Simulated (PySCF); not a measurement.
C4H5O (charge -1).
SMILES with atom numbers: `[CH2:1]=[CH:2]/[CH:3]=[CH:4]\[O-:5]` (hydrogens: H6, H7 on C1; H8 on C2; H9 on C3; H10 on C4)

Cartesian coordinates in Å at the PBE0-D3(BJ)/def2-SVP level; atoms count from 1:
```
atom  x, y, z in Å
C1    -2.2002    0.9323   -0.2886
C2    -1.0013    0.3647    0.0244
C3     0.3175    0.8702   -0.1419
C4     1.4604    0.1415    0.2389
O5     1.5452   -0.9886    0.7501
H6    -2.2629    1.9291   -0.7428
H7    -3.1454    0.4132   -0.0988
H8    -1.0144   -0.6383    0.4774
H9     0.4688    1.8633   -0.5838
H10    2.4249    0.7070    0.0285
```

Computed with PySCF at PBE0/pcSseg-1, non-relativistic, on one gas-phase PBE0-D3(BJ)/def2-SVP geometry that isn't relaxed in the solvent. The solvent is an IEF-PCM continuum (van der Waals radii × 1.2). Specific hydrogen bonds and non-electrostatic terms are outside this model.

| run | E − E(gas) (kcal/mol) | HOMO (eV) | HOMO–LUMO gap (eV) |
| --- | --- | --- | --- |
| gas | 0.00 | 0.15 | 5.01 |
| P | -28.69 | -2.19 | 5.03 |
| Q | -45.65 | -3.52 | 5.05 |

The runs were made in chloroform and cyclohexane. Which run belongs to which solvent?

P = cyclohexane, Q = chloroform. The dielectric constants are 2.017 (cyclohexane), 4.711 (chloroform), and the energy falls further as ε rises. In this model the ground state sees the solvent through ε alone.

How constant is the ratio of the lowering to 1 − 1/ε?

```tsv
solvent	1 − 1/ε	E − E(gas) (kcal/mol)	ratio (kcal/mol)	polarisation term (kcal/mol)
cyclohexane	0.504	-28.69	-56.9	-28.98
chloroform	0.788	-45.65	-58.0	-46.61
```

The ratio changes by +1.8 % in size from cyclohexane to chloroform. The polarisation term is half the interaction of the solute with the induced surface charges.

The run took about 21 s of CPU time (one thread, shared machine). This is the whole shielding run at PBE0/pcSseg-1 in chloroform, SCF included.
